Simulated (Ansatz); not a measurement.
# HS2O− (SMILES [S-]OS): single points off equilibrium

The atoms stand at a structure displaced at random from a GFN2-xTB minimum. How far do the functionals agree with CCSD(T) there?

The runs use Ansatz 0.2.0, Gaussian basis; single points in def2-TZVPPD.

Cores are frozen in the correlated methods. B3LYP uses VWN-RPA correlation.

## (1) Where the work starts

SMILES `[S-]OS`, 4 atoms, charge -1, spin multiplicity 1.

Atoms are counted from 1 here; the program's logs count them from 0.

Bond lengths: S1–O2 1.534 Å, O2–S3 1.789 Å, S3–H4 1.232 Å. Angles: S1–O2–S3 127.2°, O2–S3–H4 94.2°.

Coordinates:

```xyz
4
charge -1, multiplicity 1
S    -1.6098   -0.1328    0.8738
O    -0.2597    0.5371    0.5862
S     0.7353    0.3762   -0.8914
H     1.1555   -0.7433   -0.5966
```

## (2) CCSD(T)/def2-TZVPPD

Contents of run/in.yaml:

```yaml
crystal:
  periodic: [false, false, false]
  atoms:
    - {symbol: S, position_ang: [-1.609800, -0.132800, 0.873800]}
    - {symbol: O, position_ang: [-0.259700, 0.537100, 0.586200]}
    - {symbol: S, position_ang: [0.735300, 0.376200, -0.891400]}
    - {symbol: H, position_ang: [1.155500, -0.743300, -0.596600]}
basis:
  gaussian: {orbitals: "def2-TZVPPD.json"}
total_charge: -1
correlation: {method: ccsd_t}
output: {forces: true}
```

The basis file named in the input lies beside it (Basis Set Exchange, JSON).

No record of the launch command was kept for these runs.

## (3) PBE0-D4/def2-TZVPPD

run/in.yaml, as its differences from that of step 2:

```diff
@@ -10,3 +10,3 @@
 total_charge: -1
-correlation: {method: ccsd_t}
-output: {forces: true}
+hamiltonian: {xc: pbe0, dispersion: d4}
+output: {forces: true, orbitals: {seedname: orbitals}}
```

## (4) wB97M-V/def2-TZVPPD

run/in.yaml, as its differences from that of step 3:

```diff
@@ -10,3 +10,3 @@
 total_charge: -1
-hamiltonian: {xc: pbe0, dispersion: d4}
-output: {forces: true, orbitals: {seedname: orbitals}}
+hamiltonian: {xc: {name: wB97M-V}}
+output: {forces: true}
```

## (5) r2SCAN-D4/def2-TZVPPD

run/in.yaml, as its differences from that of step 4:

```diff
@@ -10,3 +10,3 @@
 total_charge: -1
-hamiltonian: {xc: {name: wB97M-V}}
+hamiltonian: {xc: r2scan, dispersion: d4}
 output: {forces: true}
```

## (6) PBE-D4/def2-TZVPPD

run/in.yaml, as its differences from that of step 5:

```diff
@@ -10,3 +10,3 @@
 total_charge: -1
-hamiltonian: {xc: r2scan, dispersion: d4}
+hamiltonian: {xc: pbe, dispersion: d4}
 output: {forces: true}
```

## (7) r2SCAN0-D4/def2-TZVPPD

run/in.yaml, as its differences from that of step 6:

```diff
@@ -10,3 +10,3 @@
 total_charge: -1
-hamiltonian: {xc: pbe, dispersion: d4}
+hamiltonian: {xc: {name: r2SCAN0}, dispersion: d4}
 output: {forces: true}
```

## (8) B3LYP-D4/def2-TZVPPD

run/in.yaml, as its differences from that of step 7:

```diff
@@ -10,3 +10,3 @@
 total_charge: -1
-hamiltonian: {xc: {name: r2SCAN0}, dispersion: d4}
+hamiltonian: {xc: {name: B3LYP}, dispersion: d4}
 output: {forces: true}
```

(Steps that only read results are left out.)

What does the calculation give? Wanted: RMS force component; RMS force error; HOMO and LUMO, PBE0-D4; T1 diagnostic.

The runs gave:

```
              quantity                                                                                               value
   RMS force component                                                                2.587 to 2.906 eV/Å over the methods
       RMS force error  PBE0-D4 0.334, wB97M-V 0.321, r2SCAN-D4 0.459, PBE-D4 0.534, r2SCAN0-D4 0.361, B3LYP-D4 0.296 eV/Å
HOMO and LUMO, PBE0-D4                                                                                    0.19 and 2.77 eV
         T1 diagnostic                                                                                               0.029
```

In words: On forces the order runs from B3LYP-D4 to PBE-D4. Frozen-core CCSD(T) forces in triple zeta carry basis errors of their own, and this is one geometry, so small gaps rank nothing. The T1 diagnostic is large here, over the usual mark for main-group molecules (transition-metal compounds often pass it harmlessly), so CCSD(T) itself may be off.
